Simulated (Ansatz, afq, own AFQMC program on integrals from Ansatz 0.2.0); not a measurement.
## C₂H₄, singlet in 6-31G, levels against CCSDT(Q)

```xyz
6

C     0.0000    0.0000    0.7225
C     0.0000    0.0000   -0.7225
H     0.0000    0.9232    1.2920
H     0.0000   -0.9232    1.2920
H     0.0000    0.9232   -1.2920
H     0.0000   -0.9232   -1.2920
```

Connectivity, by distances: CH2–CH2.

Basis 6-31G. Only valence electrons are correlated. AFQMC by an in-house program on the Cholesky factors that Ansatz 0.2.0 writes for its CCSD(T) run. ph-AFQMC/CISD is guided by a CISD state made of CCSD amplitudes; releasing the constraint for a short imaginary time cuts its bias at the price of noise, slowly where states lie close. Free AFQMC starts from the CCSD state and is never constrained. Its projection time is finite, and what remains of the start isn't in its error. ± is one standard error of the sampling.

Determinant: RHF, the one that the program's search chose, which needn't be the lowest solution. The geometry is a point of a scan.

No full CI on the walks' own integrals is used here; CCSDT(Q) serves as the reference and is uncertain by about the last step of the cluster series.

Cautions: higher spins were not checked; restricted determinant unstable towards unrestricted (UHF 173 meV lower, ⟨S²⟩ 0.40).

- T1 diagnostic: 0.0112
- weight of the determinant in the CISD state: 0.882
- size of the correlated space: 12 electrons in 24 orbitals

Reference: CCSDT(Q), correlation energy -6.077 eV. The released energy is read at 2.40 1/Eh (meV from the phaseless value at times in 1/Eh: -6 ± 11 at 0.24, -18 ± 8 at 0.51, -22 ± 9 at 0.99, -42 ± 12 at 1.62, -35 ± 9 at 2.40).

| level | E − E(reference) (kcal/mol) | share of correlation (%) |
| --- | --- | --- |
| HF | 140.14 | 0.00 |
| MP2 | 22.01 | 84.30 |
| CCSD | 4.44 | 96.83 |
| CCSD(T) | 0.50 | 99.64 |
| CCSDT | 0.32 | 99.77 |
| ph-AFQMC/CISD | 0.64 ± 0.26 | 99.54 |
| released AFQMC | -0.17 ± 0.21 | 100.12 |
| free AFQMC | 0.28 ± 0.24 | 99.80 |

Free projections are given only where their last times agree within the noise and don't stop above the reference; a slow remainder of the start can still hide under it. A walk keeps the symmetry of its determinant, which the program's search chose and which needn't be the lowest solution, so a lower state of the same spin and another symmetry isn't excluded. Released energies are given only where the last usable release times agree within the noise; a slower fall can still hide under it.
